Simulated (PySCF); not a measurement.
# LiSi at UHF-SCS-MP2

Computed with UHF-SCS-MP2; Li jorge-DZP-DKH, Si jorge-DZP-DKH; spin-free X2C with a Gaussian nucleus (PySCF 2.14).

| Property | Result |
| --- | --- |
| state | ⁴Σ⁻ (quartet), unpaired electrons σ ↑, π ↑↑ |
| bond length | 2.407 Å |
| harmonic wavenumber | 447 cm⁻¹ |
| force constant | 0.660 mdyn/Å |
| rotational constant Be | 0.5186 cm⁻¹ |
| anharmonicity ωexe | 2.82 cm⁻¹ |
| vibration–rotation constant αe | 0.00538 cm⁻¹ |
| well depth De to Li + Si | 1.52 eV |
| dissociation energy D0 | 1.49 eV |

Correlated steps freeze 5 core orbitals. Correlated levels converge slowly with the basis: in double zeta they bind strong bonds too weakly, by up to about 1 eV, and carry superposition errors of some tenths. The state is the lowest determinant that a PBE0 search found; another state may lie lower at other levels.
